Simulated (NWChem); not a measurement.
System: F, doublet

Input file for NWChem:

```
start job
memory heap 200 mb stack 900 mb global 1100 mb
geometry units angstroms noautoz
  F      0.000000     0.000000     0.000000
end
basis spherical
  * library def2-tzvp
end
dft
  odft
  mult 2
  xc m06
  iterations 150
  mulliken
end
task dft energy
```

The open p shell is one determinant without spherical averaging. No stability test was run on the SCF state.

**Question.** What results follow from this input? (M06/def2-TZVP, spin-unrestricted.) Quantities: energy (Ha); highest occupied level (eV); lowest empty minus highest occupied level, either spin (eV); <S²>.

**Answer.** 
- energy (Ha) = -99.73
- highest occupied level (eV) = -12.30
- lowest empty minus highest occupied level, either spin (eV) = 5.83
- <S²> = 0.752
